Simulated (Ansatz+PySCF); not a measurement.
A calculation with PySCF 2.14.0.

```python
from pyscf import gto, scf, cc

mol = gto.M(atom="""
H 0.000000 0.000000 0.000000
Cl 0.597470 0.796630 1.724760
""", basis='6-31g', charge=0, spin=2)
mf = scf.UHF(mol)
mf.kernel()
mycc = cc.CCSD(mf, frozen=5).run()
et = mycc.ccsd_t()
print(mf.e_tot, mycc.e_corr, et, mycc.e_tot + et)
```

The script is written out from the run's settings.

Output:

```yaml
Converged: yes
Reference_energy: -459.91584 hartree
CCSD_correlation_energy: -0.03254 hartree
Triples_correction: -0.00032 hartree
Total_energy: -459.94870 hartree
Spin_squared_of_the_determinant: 2.002
```
